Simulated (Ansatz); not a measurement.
SiS₂⁻ (the lowest doublet isomer of a short search) was relaxed with PBE-D4 (def2-TZVPD) in Ansatz in these states: charge -1 doublet, charge -1 quartet. The geometries follow in no particular order.

A:

Cartesian coordinates in Å:
```
Si 0.864 -0.075 -0.151
S -0.749 -0.535 -1.451
S -0.115 0.610 1.602
```

B:

```csv
atom,x (Å),y (Å),z (Å)
Si1,0.194,0.343,-0.359
S2,0.567,-1.597,-0.826
S3,-0.761,1.254,1.185
```

**Question.** Judge from the bond lengths which geometry belongs to which state (an estimate).

**Answer.** A is the charge -1 quartet (Si1–S3 2.122 Å, Si1–S2 2.122 Å); B is the charge -1 doublet (Si1–S3 2.030 Å, Si1–S2 2.030 Å).

At PBE-D4/def2-TZVPD the highest occupied level of the charge -1 quartet lies above zero (up to 1.67 eV). It is a level of α spin, whose loss leaves a triplet; that state wasn't run at this geometry and level. The electron is either unbound and held by the finite basis, or the level is raised by self-interaction error. At PBE-D4/def2-TZVPD the highest occupied level of the charge -1 doublet lies above zero (up to 0.01 eV). By energy differences its removal costs 2.68 eV (vertical, to the charge 0 singlet, at PBE-D4/def2-TZVPD); a positive level beside a positive removal energy at the same level points to self-interaction error. At PBE0-D4/def2-TZVPD a doublet lies 2.77 eV below the charge -1 quartet. These are the stationary points nearest to one start from a short search; other shapes may lie lower in each state.
